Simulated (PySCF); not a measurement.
hydrogen sulfide (H₂S), SMILES S.

Coordinates come from a PBE0-D3(BJ)/def2-TZVPD optimisation.

The numbers are results of r2SCAN/def2-TZVPD (PySCF), not measurements.

The molecule is in vacuum.

Question: Estimate the frontier levels, gap, dipole moment and polarisability. (The exact figures need the calculation; the answer reports its results.)

Answer: 
```yaml
highest_occupied_level: -6.55 eV
lowest_empty_level: -0.20 eV
orbital_gap: 6.35 eV
dipole_moment: 1.03 D
quadrupole, principal values (traceless, Buckingham form, about the centre of nuclear charge): -3.88, 0.99, 2.89 D·Å
mean_static_polarisability: 25.0 bohr³ (3.70 Å³)
polarisability_principal_values: 24.6, 24.6, 25.7 bohr³
```
